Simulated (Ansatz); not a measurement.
Pyrite PtSb2 was calculated with HSE06+SOC (Ansatz, a first-principles code, PAW).

Numerical settings: plane-wave cutoff 460 eV, 4×4×4 k mesh, Fermi–Dirac smearing 0.01 eV, PAW data made under PBE.

Cell (measured lattice):

PtSb2 is modelled in the cubic space group Pa-3 (No. 205), Pearson symbol cP12. Conventional cell: a = b = c = 6.442 Å, α = β = γ = 90.00°. Sb on 8c has 3 Pt at 2.671 Å and 1 Sb at 2.783 Å (tetrahedral). Pt on 4a is surrounded by 6 Sb at 2.671 Å (octahedral). (Neighbours: up to the widest gap in distance over summed covalent radii, below 1.35, at either atom; cation-cation and far metal-metal contacts left out.)

Give the computed band gap, smallest direct gap on the k points sampled and Γ–Γ gap.


- band gap: 0.17 eV (on the SCF k mesh) (indirect)
- smallest direct gap on the k points sampled: 0.49 eV
- Γ–Γ gap: 0.60 eV

Note: cell and atoms aren't relaxed at this level (largest force component 0.02 eV/Å, pressure 1.2 GPa).

The computed numbers hold no vibrational or temperature effects.
